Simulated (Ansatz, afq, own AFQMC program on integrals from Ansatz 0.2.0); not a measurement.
**CH₆BN, singlet: AFQMC among the cluster methods**

```yaml
atoms:
  - { symbol: B, position_ang: [-0.8022, 0.7392, -0.8884] }
  - { symbol: N, position_ang: [0.1227, 0.4895, 0.1155] }
  - { symbol: C, position_ang: [0.5619, -0.7941, 0.6036] }
  - { symbol: H, position_ang: [-1.3293, -0.1955, -1.4500] }
  - { symbol: H, position_ang: [-1.0562, 1.8871, -1.1747] }
  - { symbol: H, position_ang: [0.5598, 1.2778, 0.5810] }
  - { symbol: H, position_ang: [0.0443, -1.5899, 0.0511] }
  - { symbol: H, position_ang: [1.6478, -0.9362, 0.4683] }
  - { symbol: H, position_ang: [0.3397, -0.9242, 1.6766] }
```

Basis def2-TZVP. Noble-gas cores (and the filled d shells of Ga–Kr and In–Xe) are frozen. AFQMC by an in-house program on the Cholesky factors that Ansatz 0.2.0 writes for its CCSD(T) run. ph-AFQMC/CISD is guided by a CISD state made of CCSD amplitudes; releasing the constraint for a short imaginary time cuts its bias at the price of noise, slowly where states lie close. Error bars are statistical, one sigma.

Determinant: RHF, the one that the program's search chose, which needn't be the lowest solution. The geometry is a PBE0/def2-SVP stationary point of this or a neighbouring charge and spin state.

No full CI on the walks' own integrals is used here. The released AFQMC energy serves as the reference, which it does only where one determinant dominates, the energy is flat over the last release times and near the phaseless one (40 meV or 2 meV an electron, half that with transition metals). On small molecules, where full CI could be run and the noise was under 10 meV, such values lay within 10 meV of it in 19 cases of 20, a flattering rate, since the rule was set on those same cases; what remains of the bias isn't in the error bar.

Cautions: the released value is read at 1.50 1/Eh with a noise of 11 meV, more than in the cases checked (meV from the phaseless value at times in 1/Eh: 1 ± 4 at 0.24, -11 ± 6 at 0.51, -10 ± 8 at 0.99, -10 ± 11 at 1.50).

- T1 diagnostic: 0.0129
- weight of the determinant in the CISD state: 0.840
- size of the correlated space: 18 electrons in 126 orbitals

| level | correlation energy (eV) |
| --- | --- |
| MP2 | -13.1481 |
| CCSD | -14.1515 |
| CCSD(T) | -14.6660 |

**Question.** Estimate where phaseless AFQMC with a CISD trial lies against CCSD(T) on the same integrals.

**Answer.** 35.6 ± 7.9 meV below CCSD(T).

Reference: AFQMC with the constraint released, correlation energy -14.712 ± 0.011 eV.

```
        level  E − E(reference) (meV)  share of correlation (%)
      CCSD(T)             45.8 ± 10.8                     99.69
ph-AFQMC/CISD             10.2 ± 13.4                     99.93
```

Released energies are given only where the last usable release times agree within the noise; a slower fall can still hide under it.
